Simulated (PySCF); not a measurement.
One ligand Y is varied and pulled off as a radical: Cd(F)1–Y. All species are isolated molecules in the gas phase. One relaxed conformer stands for each flexible species; it need not be the lowest. Multiplicities are imposed; where one is given, others were not computed. Strings in code marks are SMILES.

Level of theory: BP86-D3(BJ)/def2-TZVP // BP86-D3(BJ)/def2-SVP in PySCF. 

| species | highest occupied spin orbital (eV) |
|---|---|
| ligand removed as a radical ([Cd(F)]) | -5.97 |
| free radical OH (`[OH]`) | -7.30 |
| free radical NH2 (`[NH2]`) | -7.34 |
| free radical CH3 (`[CH3]`) | -5.46 |
| free radical OCH3 (`C[O]`) | -6.10 |
| free radical N(CH3)2 (`C[N]C`) | -5.66 |
| free radical SH (`[SH]`) | -6.25 |
